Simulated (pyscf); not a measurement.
H₃Si–SiH₂–Cl → silane (SiH₄) + :HSi–Cl [singlet] (1,1-elimination; singlet surface; Si–Si, H–Si broken, H–Si formed). PySCF, gas phase, ωB97X-D3(BJ)/def2-SVP geometries. MP2 and CC: frozen core, UHF for open shells. ΔMP2 is the change of the MP2 total energy from the triple- to the quadruple-zeta basis. Energies in kcal/mol from the reactant's lowest minimum found.

| level | barrier | reaction energy |
|---|---|---|
| ωB97X-D3(BJ)/def2-TZVP | 49.2 | +52.4 |
| r²SCAN/def2-TZVP | … | +50.0 |
| PBE0-D3(BJ)/def2-TZVP | 44.5 | +50.2 |
| M06-2X/def2-TZVP | 45.3 | +44.4 |
| HF/def2-TZVP | 58.1 | +41.6 |
| CCSD/def2-TZVPP | 48.9 | +43.8 |
| CCSD(T)/def2-TZVPP + ΔMP2(QZVPP) | … | … |

### Question
Some entries are withheld; supply them.

### Answer

- r²SCAN/def2-TZVP, barrier: 43.9
- CCSD(T)/def2-TZVPP + ΔMP2(QZVPP), barrier: 47.1
- CCSD(T)/def2-TZVPP + ΔMP2(QZVPP), reaction energy: +45.5

Of the functionals in the table, M06-2X is closest to CCSD(T)/def2-TZVPP + ΔMP2(QZVPP) in the barrier (1.8 kcal/mol apart) and r²SCAN least close (3.2 kcal/mol); that level has limits of its own. On the product side the descent ends in a complex, 7.4 kcal/mol under the separated species and 4.2 kcal/mol under the saddle at ωB97X-D3(BJ)/def2-TZVP. At ωB97X-D3(BJ), r²SCAN, PBE0-D3(BJ) the saddle lies under the separated products, which points to a path from their complex (located at ωB97X-D3(BJ) alone), and parting the products costs more than the saddle. One saddle was located; it need not be the lowest between these sides. The CCSD(T) − MP2 part came from Ansatz, without density fitting, on the same reference.
